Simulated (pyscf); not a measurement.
`[ClH]` + `[NH2][SiH][Cl]` [doublet] -> `[Cl][SiH][Cl]` [doublet] + `[NH3]` (four-centre exchange; doublet surface; Cl–H, N–Si broken, Cl–Si, H–N formed). Optimised with ωB97X-D3(BJ)/def2-SVP in PySCF. Energies in kcal/mol from the separated reactants.

```csv
level,barrier,reaction energy
PBE/def2-TZVP,-0.4,-10.6
r²SCAN/def2-TZVP,0.6,-10.2
B3LYP-D3(BJ)/def2-TZVP,1.8,-9.7
PBE0-D3(BJ)/def2-TZVP,(withheld),(withheld)
M06-2X/def2-TZVP,(withheld),-9.4
HF/def2-TZVP,17.6,-9.4
```

Problem. Some entries are withheld; supply them.

Solution. 
- PBE0-D3(BJ)/def2-TZVP, barrier: 0.3
- PBE0-D3(BJ)/def2-TZVP, reaction energy: -10.4
- M06-2X/def2-TZVP, barrier: 2.5

On the product side the descent ends in an adduct with a N–Si contact, 8.8 kcal/mol under the separated species and 22.5 kcal/mol under the saddle at ωB97X-D3(BJ)/def2-TZVP. At PBE the saddle lies under the separated reactants, which points to a path from their complex (located at ωB97X-D3(BJ) alone). What is counted as broken (N–Si) persists as a longer contact in the product adduct; parting that adduct is a step of its own. This is the saddle that the search found; another between the same sides may lie lower.
